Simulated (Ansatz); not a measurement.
Bulk modulus B0 of some bcc solids

Method: LDA (plane waves, PAW; Ansatz, a program for electronic structure). References are measured values corrected to a static lattice or taken at low temperature (these still hold zero-point motion).

Values in GPa.

| solid | reference | LDA | error (%) |
|---|---|---|---|
| bcc Nb | 173 | 191 | +10.4 |
| bcc Na | 7.9 | 9.14 | +15.7 |
| bcc Fe | 174 | 249 | +43 |
| bcc Cs | 2.11 (2.11–2.35) | 2.44 | +15.6 |
| bcc Li | 13.8 (13.1–13.9) | 15.1 | +9.4 |
| bcc V | 161 | 209 | +30 |
| bcc Ba | 9.34 (9.34–10.6) | ? | ? |
| bcc K | 3.75 | 4.48 | +19.5 |
| bcc Mo | 265 (265–278) | 293 | +10.6 |
| bcc W | 312 (300–328) | 335 | +7.4 |
| bcc Ta | 198 | 220 | +11.1 |

Q: Estimate the withheld LDA value.

A: The errors of the other rows run from +7.4 % to +43 %, with a median of +13.4 %; carried to the reference 9.34 it gives 10.6 GPa. The run gives 10.2 GPa (+9.2 %); the row was picked among those where that median comes within half of the row's own error. Over these 11 solids the mean error is +16.5 %, the mean absolute error 16.5 % (median 11.1 %), and the worst case bcc Fe at +43 %; the value is too high in 11 of 11 cases.

All these references are brought to a static lattice.

Spin–orbit coupling is left out, also for the solids with elements from indium on (bcc Cs, bcc Ba, bcc W, bcc Ta); its size isn't shown.

Brackets give the range of our sources, which can hold other temperatures.

Differences are worked out from the printed values.

Each level is taken at its own relaxed cell. Ansatz's density-functional and Hartree–Fock values are scalar-relativistic unless marked +SOC, with PAW data made under PBE.

Ansatz's runs of these crystals have no spin polarisation, but for bcc Fe.

Density-functional runs with spin start from parallel moments for bcc Fe.

Not in this set, of the bcc solids with a reference value in our tables and a result at some level: 2 for sources at odds (antiferromagnetic bcc Cr, bcc Rb). These can be a level's worst cases. Values held back for tests aren't counted. Layered and molecular crystals are counted apart. The metals Ce to Yb are counted apart.

References as tabulated in Levämäki et al. (2014), arXiv:1402.3671; Mejia-Rodriguez and Trickey (2018), arXiv:1807.09216; doi:10.1021/acs.jctc.3c00612.
